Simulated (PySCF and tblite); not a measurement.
Results of a calculation; reference values are marked as such.
C6H8, numbered as in [CH:1]#[C:2][CH2:3][CH2:4][CH:5]=[CH2:6].

Geometries PBE0-D3(BJ)/def2-SVP; weights from PBE0-D3(BJ)/def2-TZVP energies and GFN2-xTB thermal corrections, with symmetry numbers and mirror pairs. Conformers within 4 kcal/mol (GFN2-xTB free energy) were kept, 7 at most. GIAO shieldings: PBE0/pcSseg-1. Shifts are against TMS (¹H), TMS (¹³C) at the same level; of two unlike H on one atom, a is the less shielded. Codes: tblite and PySCF.

Problem. Predict the averaged NMR shifts at 298.15 K.

Solution. ¹H: 6.14 (H5, 1H), 5.39 (H6a, 1H), 5.34 (H6b, 1H), 2.18 (H3, 2H), 2.15 (H4, 2H), 1.84 (H1, 1H) ppm. ¹³C: 146.4 (C5), 123.3 (C6), 86.6 (C2), 75.1 (C1), 37.0 (C4), 20.3 (C3) ppm.

Problem. How do the conformers differ?

Solution. Torsions listed: C2–C3–C4–C5, C3–C4–C5–C6. Of a mirror pair one member is shown.
```
conformer       shape  weight %
        1  179°, 119°      32.7
        2   63°, 121°      31.7
        3  -65°, 118°      15.2
        4    180°, 0°      13.0
        5    68°, -1°       7.4
```

```json
{"signal": "H1", "1": "1.81", "2": "1.88", "3": "1.79", "4": "1.84", "5": "1.86", "average": "1.84"}
{"signal": "H3", "1": "2.07", "2": "2.21", "3": "2.22", "4": "2.22", "5": "2.37", "average": "2.18"}
{"signal": "H4", "1": "2.21", "2": "2.08", "3": "2.07", "4": "2.25", "5": "2.14", "average": "2.15"}
{"signal": "H5", "1": "5.88", "2": "6.53", "3": "5.82", "4": "6.26", "5": "6.06", "average": "6.14"}
{"signal": "H6a", "1": "5.43", "2": "5.38", "3": "5.48", "4": "5.03", "5": "5.67", "average": "5.39"}
{"signal": "H6b", "1": "5.29", "2": "5.32", "3": "5.42", "4": "5.29", "5": "5.52", "average": "5.34"}
{"signal": "C1", "1": "74.3", "2": "75.6", "3": "75.7", "4": "74.8", "5": "75.7", "average": "75.1"}
{"signal": "C2", "1": "86.5", "2": "86.7", "3": "86.2", "4": "86.7", "5": "86.7", "average": "86.6"}
{"signal": "C3", "1": "21.5", "2": "21.5", "3": "20.6", "4": "16.0", "5": "16.0", "average": "20.3"}
{"signal": "C4", "1": "38.7", "2": "36.9", "3": "37.0", "4": "34.8", "5": "33.4", "average": "37.0"}
{"signal": "C5", "1": "146.7", "2": "147.0", "3": "145.5", "4": "146.8", "5": "143.7", "average": "146.4"}
{"signal": "C6", "1": "124.2", "2": "123.0", "3": "126.1", "4": "118.9", "5": "122.2", "average": "123.3"}
```

Problem. Which signal moves most, for its nucleus, between 180 and 400 K through the change of populations alone?

Solution. C3: 20.6 ppm at 180 K, 20.4 ppm at 230 K, 20.3 ppm at 298.15 K, 20.2 ppm at 330 K, 20.1 ppm at 400 K.

Shifts are unscaled: against experiment ¹³C can be off by 15 ppm or more and ¹H by 0.8 ppm.
